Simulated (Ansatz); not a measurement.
Density of states of SrTiO3 (Pm-3m, a = 3.936 Å, b = 3.936 Å, c = 3.936 Å, α = 90.00°, β = 90.00°, γ = 90.00°), in states per eV and primitive cell, averaged over bins of 0.4 eV. Method: DFT PBE, scalar-relativistic, plane waves, PAW in Ansatz 0.2.0.

Settings: cutoff 420 eV, Γ-centred mesh 8×8×8 on the computed 5-atom cell, Gaussian smearing of 0.02 eV; no spin polarisation.

The cell is relaxed at this level. The states (both spins) are summed by tetrahedra on a 12×12×12 mesh at the self-consistent density. Energies are bin centres; the table starts no lower than −8 eV and ends at 6 eV, or lower where the solved bands end.

The gap is 1.84 eV at this level, with the zero inside it.

| E − E_F (eV) | total | O 2p | Ti 3d | O 2s | Sr 5s |
| --- | --- | --- | --- | --- | --- |
| -5.35 | 2.14 | 1.53 | 0.35 | 0.01 | 0.03 |
| -4.95 | 4.52 | 3.15 | 1.05 | 0.01 | 0.10 |
| -4.55 | 4.20 | 3.03 | 0.91 | 0.03 | 0.07 |
| -4.15 | 5.06 | 3.89 | 0.89 | 0.03 | 0.04 |
| -3.75 | 6.90 | 5.71 | 0.84 | 0.03 | 0.02 |
| -3.35 | 2.42 | 1.92 | 0.38 | 0.02 | 0.01 |
| -2.95 | 2.15 | 1.81 | 0.21 | 0.02 | 0.02 |
| -2.55 | 3.16 | 2.82 | 0.14 | 0.03 | 0.05 |
| -2.15 | 5.16 | 4.74 | 0.21 | 0.04 | 0.03 |
| -1.75 | 5.74 | 5.37 | 0.19 | 0.03 | 0.01 |
| -1.35 | 2.67 | 2.60 | 0.02 | 0.00 | 0.00 |
| -0.95 | 0.90 | 0.89 | 0.00 | 0.00 | 0.00 |
| -0.55 | 0.00 | 0.00 | 0.00 | 0.00 | 0.00 |
| -0.15 | 0.00 | 0.00 | 0.00 | 0.00 | 0.00 |
| 0.25 | 0.00 | 0.00 | 0.00 | 0.00 | 0.00 |
| 0.65 | 0.00 | 0.00 | 0.00 | 0.00 | 0.00 |
| 1.05 | 0.54 | 0.02 | 0.51 | 0.00 | 0.00 |
| 1.45 | 1.26 | 0.12 | 1.12 | 0.00 | 0.00 |
| 1.85 | 1.75 | 0.25 | 1.46 | 0.00 | 0.00 |
| 2.25 | 2.62 | 0.47 | 2.07 | 0.00 | 0.01 |
| 2.65 | 5.43 | 1.11 | 4.10 | 0.01 | 0.05 |
| 3.05 | 3.08 | 0.62 | 2.24 | 0.00 | 0.07 |
| 3.45 | 1.08 | 0.10 | 0.83 | 0.09 | 0.00 |
| 3.85 | 1.13 | 0.10 | 0.86 | 0.13 | 0.00 |
| 4.25 | 1.38 | 0.17 | 1.01 | 0.15 | 0.00 |
| 4.65 | 1.05 | 0.16 | 0.65 | 0.09 | 0.00 |
| 5.05 | 1.23 | 0.19 | 0.60 | 0.08 | 0.01 |
| 5.45 | 1.73 | 0.28 | 0.73 | 0.10 | 0.05 |

The columns after the total are the main Löwdin projections on the occupied valence shells of the potentials; 4 others are left out. The rest of the total lies in those, in shells that are empty in the free atom, which aren't projected, and between the atoms.

A ferromagnetic start lost its moments in a first run, so spin was left out; other magnetic orders weren't tried.

Symmetry holds off the tilts and polar distortions that many cubic perovskites undergo.